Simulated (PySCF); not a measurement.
Bonds (- single, = double, # triple, : aromatic): C1-O2 1.415 Å, O2-C3 1.386 Å, C3-O4 1.416 Å, O4-C5 1.372 Å, C5-F6 1.376 Å. C1 carries H7, H8, H9; C3 carries H10, H11; C5 carries H12, H13.

Level of theory: shieldings: GIAO PBE0/pcSseg-1, J: B3LYP/pcJ-1 (spin–dipole term only in couplings to heteroatoms), structure optimised with GFN2-xTB, in PySCF (one computed conformer, non-relativistic Hamiltonian, rapidly exchanging positions averaged, isolated molecule).

**Question.** Predict the 2D correlation tables (HSQC, COSY, HMBC).

**Answer.** 

HSQC (one-bond C–H):
```csv
δH,δC,"1J(C,H) (Hz)"
5.65 (H12/H13),101.3 (C5),177
5.03 (H10/H11),95.6 (C3),171
3.58 (H7/H8/H9),57.6 (C1),147
```

HMBC (two and three bonds, |J| ≥ 2.5 Hz):
```csv
δH,δC [abs. J in Hz]
5.65 (H12/H13),95.6 (C3) [7.6]
5.03 (H10/H11),"101.3 (C5) [6.6], 57.6 (C1) [7.9]"
3.58 (H7/H8/H9),95.6 (C3) [5.3]
```

No COSY cross peaks are expected.

Shifts are taken against calculated references (same method and geometry level): 1H (σref 31.72), 13C (σref 186.93) vs TMS.

Short H···H contacts in this conformer between protons four or more bonds apart (candidates for NOE cross peaks, intensity ∝ r⁻⁶): H9···H10 2.40 Å, H11···H12 2.71 Å.

Common functionals overestimate the size of one-bond C–F couplings by tens of Hz; these are unscaled. Shifts are as computed. Against solution values, carbons near 30 ppm lie about +3 ppm off and those near 130 ppm about +5 ppm. Of 1211 compounds with measured shifts, 218 miss one by over three times the rms of a fit or turn the order of signals round; such compounds aren't used in these exercises.
